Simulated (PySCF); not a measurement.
H$_{2}$N–GaH$_{2}$, triplet in cc-pVDZ: errors against RCCSDT

Geometry: that of the H2N–GaH2, singlet, kept fixed. The singlet lies 5.2 eV lower here.

| atom | x (Å) | y (Å) | z (Å) |
| --- | --- | --- | --- |
| N | 0.0000 | 0.0000 | 1.4857 |
| Ga | 0.0000 | 0.0000 | -0.3279 |
| H | 0.0000 | 0.8333 | 2.0488 |
| H | 0.0000 | -0.8333 | 2.0488 |
| H | 0.0000 | 1.3943 | -1.0310 |
| H | 0.0000 | -1.3943 | -1.0310 |

Basis cc-pVDZ; PySCF 2.14.0. Only valence electrons are correlated (noble-gas cores and the filled d shells of p-block atoms frozen), which leaves 12 electrons in 46 orbitals. Prefix R: restricted or restricted open-shell reference. No spin–orbit coupling is included, and no scalar relativity.

Full CI isn't at hand for all of this; RCCSDT serves as the reference. It lacks quadruple excitations, which often exceed the step from CCSD(T) to CCSDT.

- UHF ⟨S²⟩: 2.030
- T1 diagnostic (ROHF- or RHF-based CCSD): 0.0166
- largest doubles amplitude (ROHF- or RHF-based CCSD): 0.043

Question: From what is known of these methods and the diagnostics, rank them by the size of their error in total energy against RCCSDT in cc-pVDZ, smallest first (an estimate: the text doesn't fix the numbers).
A. RCCSD
B. RCCSD(T)
C. RMP2
D. RHF

Answer: B (0.47 kcal/mol), A (3.17 kcal/mol), C (24.55 kcal/mol), D (150.13 kcal/mol).

All errors are against RCCSDT in cc-pVDZ. Within each family the higher level lies nearer, as is usual though not guaranteed.
